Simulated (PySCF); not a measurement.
BS: one state, many levels of theory

State: ²Σ⁺ (doublet), unpaired electrons σ ↑. Set-up: B x2c-SVPall, S x2c-SVPall; spin-free X2C with a Gaussian nucleus (PySCF 2.14). De refers to B + S in their high-spin ground configurations, without counterpoise correction. The functionals are run spin-unrestricted. A positive dipole means B(−)S(+).

```json
{"Level": "ROHF", "Re (Å)": "1.599", "ωe (cm⁻¹)": "1292", "De (eV)": "4.27", "μ (D)": "-1.47"}
{"Level": "ROHF-MP2", "Re (Å)": "1.617", "ωe (cm⁻¹)": "1235", "De (eV)": "5.86", "μ (D)": "n/a"}
{"Level": "ROHF-SCS-MP2", "Re (Å)": "1.617", "ωe (cm⁻¹)": "1234", "De (eV)": "5.57", "μ (D)": "n/a"}
{"Level": "ROHF-CCSD", "Re (Å)": "1.616", "ωe (cm⁻¹)": "1234", "De (eV)": "5.31", "μ (D)": "n/a"}
{"Level": "ROHF-CCSD(T)", "Re (Å)": "1.625", "ωe (cm⁻¹)": "1198", "De (eV)": "5.55", "μ (D)": "n/a"}
{"Level": "PBE", "Re (Å)": "1.627", "ωe (cm⁻¹)": "1175", "De (eV)": "6.37", "μ (D)": "-0.57"}
{"Level": "BP86", "Re (Å)": "1.629", "ωe (cm⁻¹)": "1167", "De (eV)": "6.25", "μ (D)": "-0.62"}
{"Level": "r²SCAN", "Re (Å)": "1.618", "ωe (cm⁻¹)": "1209", "De (eV)": "6.30", "μ (D)": "-0.86"}
{"Level": "PBE0", "Re (Å)": "1.614", "ωe (cm⁻¹)": "1223", "De (eV)": "6.08", "μ (D)": "-0.82"}
{"Level": "B97-3", "Re (Å)": "1.616", "ωe (cm⁻¹)": "1214", "De (eV)": "6.03", "μ (D)": "-0.79"}
{"Level": "MN15", "Re (Å)": "1.602", "ωe (cm⁻¹)": "1253", "De (eV)": "6.36", "μ (D)": "-0.91"}
```

The bond length runs from 1.599 Å (ROHF) to 1.629 Å (BP86). De spans 4.27 eV (ROHF, mean field) to 6.37 eV (PBE, GGA). Correlation at CCSD(T) changes the Hartree–Fock bond energy by +1.28 eV; the triples alone change it by +0.24 eV.

Correlated steps freeze 6 core orbitals. Correlated levels converge slowly with the basis: in double zeta they bind strong bonds too weakly, by up to about 1 eV, and carry superposition errors of some tenths. The state is the lowest determinant that a PBE0 search found; another state may lie lower at other levels.
